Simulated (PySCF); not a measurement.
We consider rock-salt KCl, described by PBE0 (GTH pseudopotentials, Gaussian basis; PySCF).

The same calculation (at the measured cell, 31.150 Å³/atom) with different numerical settings; throughout: k mesh 2×2×2:

| run | basis | gap on the mesh (eV) | total energy (eV/atom) |
|---|---|---|---|
| 1 | DZ | 7.326 | -590.4023 |
| 2 | TZ | 7.358 | -590.4685 |
| 3 | QZ | 7.344 | -590.4918 |

In the column total energy (eV/atom) the first row differs from the last by +0.0895 and the next to last by +0.0233.

The last row is no converged limit: other settings stay fixed.
